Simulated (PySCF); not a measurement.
Two species compared at the same levels of theory.

First species: C2H4O2P2.
SMILES: `[H]/P=P\C(=O)OC`

Second species: C4H3NO.
Numbering: `[CH2:1]=[CH:2][C:3](=[O:4])[C:5]#[N:6]` (hydrogens: H7, H8 on C1; H9 on C2)

Cartesian coordinates in Å at the GFN2-xTB level; atoms count from 1:
```
atom  x, y, z in Å
C1    -1.6291   -0.1335    0.0455
C2    -0.4101    0.3247   -0.2199
C3     0.7846   -0.3929    0.2677
O4     0.7730   -1.4109    0.9187
C5     2.0242    0.2652   -0.1249
N6     2.9837    0.7995   -0.4464
H7    -2.5198    0.3660   -0.2945
H8    -1.7545   -1.0373    0.6213
H9    -0.2383    1.2251   -0.7927
```

Levels: B3LYP/def2-SVPD for dipole moment, HOMO energy, LUMO energy, HOMO–LUMO gap, static isotropic polarisability and electronic spatial extent ⟨r²⟩ about the centre of nuclear charge; TDDFT B3LYP/def2-SVPD for lowest singlet excitation; TDA B3LYP/def2-SVPD for lowest triplet excitation (Tamm–Dancoff); GFN2-xTB for rotational constant A and rotational constant C. Geometries: GFN2-xTB. Each species is one conformer at its optimised geometry, gas phase, non-relativistic unless stated; the electronic structure was computed with PySCF and density fitting.

The conformers computed, where there is a choice (atom-mapped SMILES and torsion angles):
- `[H]/[P:6]=[P:5]\[C:3]([O:2][CH3:1])=[O:4]`: C1–O2–C3–O4 0°, O2–C3–P5–P6 180°
- `[CH2:1]=[CH:2][C:3](=[O:4])[C:5]#[N:6]`: C1–C2–C3–O4 0°

| property | column X | column Y |
| --- | --- | --- |
| dipole moment | 2.09 D | 4.10 D |
| HOMO energy | -7.45 eV | -8.61 eV |
| LUMO energy | -3.34 eV | -3.53 eV |
| HOMO–LUMO gap | 4.11 eV | 5.08 eV |
| lowest singlet excitation | 2.97 eV | 3.47 eV |
| lowest triplet excitation (Tamm–Dancoff) | 2.07 eV | 2.97 eV |
| static isotropic polarisability | 85.6 au | 55.7 au |
| electronic spatial extent ⟨r²⟩ about the centre of nuclear charge | 1004 bohr² | 576 bohr² |
| rotational constant A | 6.742 GHz | 8.744 GHz |
| rotational constant C | 1.085 GHz | 1.972 GHz |

Question: Which column belongs to which species?

Answer: Column X is the first species and column Y the second. The first has 10 atoms and 62 electrons, the second 9 and 42.

Question: How does each property change from the first species to the second?

Answer: dipole moment +2.01 D; HOMO energy -1.16 eV; LUMO energy -0.19 eV; HOMO–LUMO gap +0.97 eV; lowest singlet excitation +0.50 eV; lowest triplet excitation (Tamm–Dancoff) +0.90 eV; static isotropic polarisability -29.9 au; electronic spatial extent ⟨r²⟩ about the centre of nuclear charge -428 bohr²; rotational constant A +2.002 GHz; rotational constant C +0.887 GHz.

On the first: The principal polarisabilities are 57.7, 78.2 and 120.8 au; their mean is the isotropic value. The polarisability is 12.68 Å³ as a volume (1 au = 0.148185 Å³), or 1.38 au for each of the 62 electrons.

On the second: S1 lies 1.61 eV below the HOMO–LUMO gap; its leading configuration is HOMO→LUMO, weight 0.99. No computed singlet falls in the visible range (750 to 380 nm, 1.65 to 3.26 eV); S1 lies 0.21 eV above its blue end.
